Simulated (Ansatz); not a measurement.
Reaction (SMILES): N#[C] (C-N) → CN- (singlet, bonded as [C]#N) (an electron is taken up)
B3LYP-D3(BJ)/def2-TZVP geometries, fixed; electronic energies without zero-point terms; positive where energy is released.
Largest species:
```
C
N 1 1.1622
```
Charge 0, spin multiplicity 2.

Basis-set convergence of the adiabatic electron affinity at HF with Ansatz (a quantum-chemistry and plane-wave program). All functions are spherical. The T1 diagnostic of CCSD is high for at least one species. An unrestricted Hartree-Fock determinant is markedly spin-contaminated. Open shells are unrestricted. No added dispersion term, no relativity. Functions are those of the species that has most. Reference: the value in aug-pcseg-3, 2.888 eV, itself unsure by roughly 0.007 eV (its mean distance from aug-cc-pVQZ, def2-QZVPPD). Deviations are taken from unrounded values.

```json
[
 {"basis": "cc-pVDZ", "functions": "28", "adiabatic electron affinity (eV)": "2.328"},
 {"basis": "aug-cc-pVDZ", "functions": "46", "adiabatic electron affinity (eV)": "2.914"},
 {"basis": "def2-SVP", "functions": "28", "adiabatic electron affinity (eV)": "2.466"},
 {"basis": "def2-SVPD", "functions": "40", "adiabatic electron affinity (eV)": "2.705"},
 {"basis": "pcseg-1", "functions": "28", "adiabatic electron affinity (eV)": "2.720"},
 {"basis": "aug-pcseg-1", "functions": "46", "adiabatic electron affinity (eV)": "2.988"},
 {"basis": "6-311G**", "functions": "36", "adiabatic electron affinity (eV)": "2.537"},
 {"basis": "6-311+G**", "functions": "44", "adiabatic electron affinity (eV)": "2.917"},
 {"basis": "cc-pVTZ", "functions": "60", "adiabatic electron affinity (eV)": "2.672"},
 {"basis": "aug-cc-pVTZ", "functions": "92", "adiabatic electron affinity (eV)": "2.893"},
 {"basis": "pcseg-2", "functions": "60", "adiabatic electron affinity (eV)": "2.848"},
 {"basis": "aug-pcseg-2", "functions": "92", "adiabatic electron affinity (eV)": "2.889"},
 {"basis": "def2-TZVPP", "functions": "62", "adiabatic electron affinity (eV)": "2.808"},
 {"basis": "def2-TZVPPD", "functions": "74", "adiabatic electron affinity (eV)": "2.862"},
 {"basis": "cc-pVQZ", "functions": "110", "adiabatic electron affinity (eV)": "2.788"},
 {"basis": "aug-cc-pVQZ", "functions": "160", "adiabatic electron affinity (eV)": "2.885"},
 {"basis": "def2-QZVPP", "functions": "114", "adiabatic electron affinity (eV)": "2.841"},
 {"basis": "def2-QZVPPD", "functions": "126", "adiabatic electron affinity (eV)": "2.878"},
 {"basis": "pcseg-3", "functions": "120", "adiabatic electron affinity (eV)": "2.872"},
 {"basis": "aug-pcseg-3", "functions": "170", "adiabatic electron affinity (eV)": "2.888"}
]
```

What the diffuse functions change, pair by pair:
- cc-pVDZ to aug-cc-pVDZ: 18 more functions, deviation -0.560 to 0.026 eV
- def2-SVP to def2-SVPD: 12 more functions, deviation -0.422 to -0.183 eV
- pcseg-1 to aug-pcseg-1: 18 more functions, deviation -0.168 to 0.100 eV
- 6-311G** to 6-311+G**: 8 more functions, deviation -0.352 to 0.029 eV
- cc-pVTZ to aug-cc-pVTZ: 32 more functions, deviation -0.217 to 0.005 eV
- pcseg-2 to aug-pcseg-2: 32 more functions, deviation -0.040 to 0.001 eV
- def2-TZVPP to def2-TZVPPD: 12 more functions, deviation -0.080 to -0.026 eV
- cc-pVQZ to aug-cc-pVQZ: 50 more functions, deviation -0.101 to -0.003 eV
- def2-QZVPP to def2-QZVPPD: 12 more functions, deviation -0.047 to -0.010 eV
- pcseg-3 to aug-pcseg-3: 50 more functions, deviation -0.016 to 0.000 eV

Leaving out the reference's own pair, they bring the value nearer the reference by more than 0.007 eV in 9 of 9 pairs.
